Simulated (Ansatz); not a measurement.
Total energies of MgMe(NH2) (CH₅MgN) from Ansatz at PBE0-D4/def2-TZVPD, gas phase (1 Eh = 27.2114 eV = 2625.5 kJ/mol). The reference geometry is relaxed at B3LYP-D4/def2-TZVP.

```xyz
8

Mg    0.0773    0.2533   -0.2002
C    -0.4205   -1.3370    1.0535
H    -1.3264   -1.1293    1.6295
H     0.3789   -1.5495    1.7690
H    -0.5987   -2.2549    0.4863
N     0.5335    1.6991   -1.3387
H     1.1037    2.4980   -1.0974
H     0.2524    1.8203   -2.3020
```

```tsv
state	geometry	energy (Eh)
charge 0 singlet	reference	-295.77277
charge -1 doublet	reference	-295.75871
free Mg atom (singlet)	–	-199.96079
free C atom (triplet)	–	-37.80543
free H atom (doublet)	–	-0.50104
free N atom (quartet)	–	-54.54388
```

Work out the vertical electron affinity, to the doublet.

E(charge 0 singlet) − E(charge -1 doublet) = -295.77277 − (-295.75871) = -0.01406 Eh = -0.38 eV; negative, so the extra electron isn't bound.

What is the binding energy per atom against free atoms?

Atoms: 1 × (-199.96079) + 1 × (-37.80543) + 5 × (-0.50104) + 1 × (-54.54388) = -294.81530 Eh. Binding: -294.81530 − (-295.77277) = 0.95747 Eh = 26.05 eV, or 3.26 eV for each of 8 atoms (no zero-point energy, no counterpoise term).

At PBE0-D4/def2-TZVPD the highest occupied level of the charge -1 doublet lies above zero (up to 1.54 eV). By energy differences it is unbound by 0.38 eV (vertical, to the charge 0 singlet, at PBE0-D4/def2-TZVPD) and held by the finite basis.
